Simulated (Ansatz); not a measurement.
**The boron atom (doublet): wave-function methods side by side, def2-SVP**

One table from this session's results is given with a row withheld; the runs are named, their logs left out.

Program: Ansatz 0.2.0, Gaussian basis. Level of theory: def2-SVP, core rule «outside noble gas», up to 1 orbitals frozen. These are calculated values, not measurements.

To be run: UHF; CCSD(T) on ROHF; CCSD(T) on UHF; BCCD(T) on ROHF; CISD; CCSDT on ROHF; CCSDT on UHF; CASSCF and MRCISD+Q, 3 electrons in 4 orbitals; CASSCF and MRCISD+Q(relaxed), 3 electrons in 4 orbitals; CASSCF and NEVPT4(SD), 3 electrons in 4 orbitals; CASSCF and NEVPT2, 3 electrons in 4 orbitals.

## The atom

A free atom, in its lowest state of this spin that the program finds.

1 atom, charge 0, spin multiplicity 2.

Set-up of the first run:

File in.yaml:

```yaml
crystal:
  periodic: [false, false, false]
  atoms:
    - {symbol: B, position_ang: [0.000000, 0.000000, 0.000000]}
basis:
  gaussian: {orbitals: def2-SVP}
magnetization: {spin_polarized: true, initial_magnetization: 1}
hamiltonian: {xc: hf}
output: {orbitals: {seedname: orbitals}}
```

Command:

```console
ansatz run in.yaml --threads 1 --pin off --events-out ev --progress --plain --max-ram 2393MiB
```

Steps of the session up to this table: UHF; CCSD(T) on ROHF; CCSD(T) on UHF; BCCD(T) on ROHF; CISD; CCSDT on ROHF; CCSDT on UHF; CASSCF and MRCISD+Q, 3 electrons in 4 orbitals; CASSCF and MRCISD+Q(relaxed), 3 electrons in 4 orbitals; CASSCF and NEVPT4(SD), 3 electrons in 4 orbitals; CASSCF and NEVPT2, 3 electrons in 4 orbitals.

One table of the session follows, with a row left open; its other results are not shown here.

| method | from RCCSD(T) (meV) |
| --- | --- |
| ROHF | +1652.1 |
| UHF | +1571.0 |
| RMP2 | +598.3 |
| UMP2 | +594.9 |
| CISD | +26.0 |
| RCCSD | +24.6 |
| UCCSD | +22.7 |
| RCCSD(T) | 0 |
| UCCSD(T) | -0.4 |
| BCCD(T) | +0.3 |
| RCCSDT | -9.1 |
| UCCSDT | -9.5 |
| CASSCF valence | +726.7 |
| NEVPT2 valence | +189.7 |
| NEVPT4(SD) valence | +10.4 |
| MRCISD valence | -5.5 |
| MRCISD+Q valence | ? |
| MRCISD+Q(relaxed) valence | -22.2 |

**Question.** Estimate the row for MRCISD+Q valence.

As computed: from RCCSD(T) (meV): -19.5. In the column «from RCCSD(T) (meV)» it lies between MRCISD+Q(relaxed) valence (-22.2) and UCCSDT (-9.5).

To keep in mind: Restricted and unrestricted rows rest on different reference determinants; where their highest levels disagree by more than a few hundredths of an eV, they describe different states and don't form one ladder.
